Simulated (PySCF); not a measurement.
Molecule: SMILES [SiH3-], [H3Si]-.

Bonds (- single, = double, # triple, : aromatic): none between heavy atoms. Si1 carries H2, H3, H4. Formal charges: Si1 -1.

Total charge -1.

Frames of a GFN2-xTB Langevin trajectory at 400 K; GIAO PBE0/pcSseg-1 shieldings in PySCF 2.14, gas phase, non-relativistic; equivalent atoms averaged within each frame.

Referencing at the same level of theory: ²⁹Si (σ = 349.16 ppm), ¹H (σ = 31.72 ppm) vs TMS. The references are static minima.

How do the shifts (ppm) fluctuate along the trajectory?

Answers


```csv
time (fs),Si1,H2/H3/H4
optimised geometry,-353.4,-6.85
250,-355.8,-7.24
425,-351.8,-6.76
625,-350.0,-6.31
800,-351.4,-6.83
1000,-354.0,-7.01
mean of frames,-352.6,-6.83
standard deviation,2.3,0.35
```

5 frames give an uncertainty of the mean of about the standard deviation over 2.2 at best, since frames this close in time may not be independent; classical motion lacks zero-point vibration, and the reference would need the same averaging.
